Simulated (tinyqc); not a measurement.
Worked calculation: Pariser-Parr-Pople SCF with singles CI, for the molecule c1cscn1 (SMILES; centres numbered as the heavy atoms are written). One step of it, computed by the program tinyqc.

Question. Iteration 3: Fock matrix. F_rr = H_rr + P_rr gamma_rr / 2 + sum_(s != r) P_ss gamma_rs; F_rs = H_rs - P_rs gamma_rs / 2; E = tr P (H + F) / 2 + core repulsion sum_(r<s) z_r z_s gamma_rs.

P after iteration 2, lower triangle:
```
           1C         2C         3S        4C        5N
1C   1.095706
2C   0.675052   1.234264
3S  -0.284091   0.605136   1.318235
4C  -0.177461  -0.307218   0.608821  1.216919
5N   0.647693  -0.162084  -0.281890  0.674408  1.134876
```

core matrix H (eV), lower triangle:
```
            1C          2C          3S          4C          5N
1C  -44.938795
2C   -2.430000  -47.328501
3S    0.000000   -1.980000  -50.309299
4C    0.000000    0.000000   -1.980000  -47.426691
5N   -2.550000    0.000000    0.000000   -2.550000  -46.465685
```

repulsion gamma_rs (eV), lower triangle:
```
           1C         2C         3S         4C         5N
1C  11.310000
2C   7.608323  11.310000
3S   5.667354   7.944787  13.700000
4C   5.542139   5.541427   7.943639  11.310000
5N   7.763625   5.599176   5.713519   7.765847  12.370000
```

Centres (angstrom, eV; a flat drawing with bonds scaled to 1.40 angstrom):
```
centre          x          y  core charge z          W   gamma_rr
1C       1.191000   0.000000              1  12.690000  11.310000
2C       0.368000   1.133000              1  12.690000  11.310000
3S      -0.963000   0.700000              2  23.040000  13.700000
4C      -0.963000  -0.700000              1  12.690000  11.310000
5N       0.368000  -1.133000              1  13.910000  12.370000
```

Give: F; pi energy.

Answer.

F (eV), lower triangle:
```
        1C      2C      3S      4C      5N
1C  -6.326
2C  -4.998  -8.441
3S   0.805  -4.384  -9.113
4C   0.492   0.851  -4.398  -8.348
5N  -5.064   0.454   0.805  -5.169  -7.047
```

pi energy = -95.375 eV
